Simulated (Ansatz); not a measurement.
The cluster C₃H₄⁻. Charge -1, multiplicity 2. Geometry B3LYP-D4/def2-TZVPD.

```xyz
7

C    -0.624   -0.019    0.300
C     0.309   -0.252   -0.871
C     0.860    0.287    0.308
H     0.222    0.204   -1.859
H    -1.309    0.838    0.364
H     1.600   -0.148    0.983
H    -1.058   -0.910    0.775
```

At PBE-D4/def2-TZVPD, r2SCAN-D4/def2-TZVPD, PBE0-D4/def2-TZVPD the highest occupied level of the charge -1 doublet lies above zero (up to 2.97 eV). It is a level of α spin, whose loss leaves a singlet; that state wasn't run at this geometry and level. The electron is either unbound and held by the finite basis, or the level is raised by self-interaction error. Another isomer (doublet) lies 0.67 eV lower at PBE0-D4/def2-TZVPD; other spin states weren't run for this one.

Estimate the α-spin orbital energies around the gap (eV) in Ansatz with PBE-D4/def2-TZVPD, r2SCAN-D4/def2-TZVPD, PBE0-D4/def2-TZVPD, ωB97X-V/def2-TZVPD.


```json
{"orbital": "HOMO−9", "PBE-D4/def2-TZVPD": "-262.53", "r2SCAN-D4/def2-TZVPD": "-266.59", "PBE0-D4/def2-TZVPD": "-271.68", "ωB97X-V/def2-TZVPD": "-272.81"}
{"orbital": "HOMO−8", "PBE-D4/def2-TZVPD": "-14.68", "r2SCAN-D4/def2-TZVPD": "-15.72", "PBE0-D4/def2-TZVPD": "-17.26", "ωB97X-V/def2-TZVPD": "-20.16"}
{"orbital": "HOMO−7", "PBE-D4/def2-TZVPD": "-8.38", "r2SCAN-D4/def2-TZVPD": "-9.10", "PBE0-D4/def2-TZVPD": "-10.43", "ωB97X-V/def2-TZVPD": "-13.27"}
{"orbital": "HOMO−6", "PBE-D4/def2-TZVPD": "-7.39", "r2SCAN-D4/def2-TZVPD": "-8.07", "PBE0-D4/def2-TZVPD": "-9.36", "ωB97X-V/def2-TZVPD": "-12.17"}
{"orbital": "HOMO−5", "PBE-D4/def2-TZVPD": "-5.16", "r2SCAN-D4/def2-TZVPD": "-5.57", "PBE0-D4/def2-TZVPD": "-6.74", "ωB97X-V/def2-TZVPD": "-9.30"}
{"orbital": "HOMO−4", "PBE-D4/def2-TZVPD": "-4.60", "r2SCAN-D4/def2-TZVPD": "-4.99", "PBE0-D4/def2-TZVPD": "-6.21", "ωB97X-V/def2-TZVPD": "-8.87"}
{"orbital": "HOMO−3", "PBE-D4/def2-TZVPD": "-1.33", "r2SCAN-D4/def2-TZVPD": "-1.53", "PBE0-D4/def2-TZVPD": "-2.61", "ωB97X-V/def2-TZVPD": "-5.02"}
{"orbital": "HOMO−2", "PBE-D4/def2-TZVPD": "-1.10", "r2SCAN-D4/def2-TZVPD": "-1.34", "PBE0-D4/def2-TZVPD": "-2.39", "ωB97X-V/def2-TZVPD": "-4.81"}
{"orbital": "HOMO−1", "PBE-D4/def2-TZVPD": "0.63", "r2SCAN-D4/def2-TZVPD": "0.42", "PBE0-D4/def2-TZVPD": "-0.57", "ωB97X-V/def2-TZVPD": "-2.90"}
{"orbital": "HOMO", "PBE-D4/def2-TZVPD": "2.97", "r2SCAN-D4/def2-TZVPD": "2.75", "PBE0-D4/def2-TZVPD": "1.91", "ωB97X-V/def2-TZVPD": "-0.23"}
{"orbital": "LUMO", "PBE-D4/def2-TZVPD": "4.25", "r2SCAN-D4/def2-TZVPD": "4.90", "PBE0-D4/def2-TZVPD": "4.81", "ωB97X-V/def2-TZVPD": "6.12"}
{"orbital": "LUMO+1", "PBE-D4/def2-TZVPD": "4.62", "r2SCAN-D4/def2-TZVPD": "5.29", "PBE0-D4/def2-TZVPD": "5.15", "ωB97X-V/def2-TZVPD": "6.46"}
{"orbital": "LUMO+2", "PBE-D4/def2-TZVPD": "4.64", "r2SCAN-D4/def2-TZVPD": "5.32", "PBE0-D4/def2-TZVPD": "5.19", "ωB97X-V/def2-TZVPD": "6.51"}
{"orbital": "LUMO+3", "PBE-D4/def2-TZVPD": "5.49", "r2SCAN-D4/def2-TZVPD": "6.21", "PBE0-D4/def2-TZVPD": "6.13", "ωB97X-V/def2-TZVPD": "7.65"}
{"orbital": "LUMO+4", "PBE-D4/def2-TZVPD": "6.85", "r2SCAN-D4/def2-TZVPD": "7.74", "PBE0-D4/def2-TZVPD": "7.45", "ωB97X-V/def2-TZVPD": "8.93"}
{"orbital": "LUMO+5", "PBE-D4/def2-TZVPD": "7.04", "r2SCAN-D4/def2-TZVPD": "7.81", "PBE0-D4/def2-TZVPD": "7.70", "ωB97X-V/def2-TZVPD": "9.24"}
{"orbital": "β HOMO", "PBE-D4/def2-TZVPD": "1.26", "r2SCAN-D4/def2-TZVPD": "1.27", "PBE0-D4/def2-TZVPD": "0.42", "ωB97X-V/def2-TZVPD": "-1.81"}
{"orbital": "β LUMO", "PBE-D4/def2-TZVPD": "4.06", "r2SCAN-D4/def2-TZVPD": "4.50", "PBE0-D4/def2-TZVPD": "4.81", "ωB97X-V/def2-TZVPD": "6.11"}
```
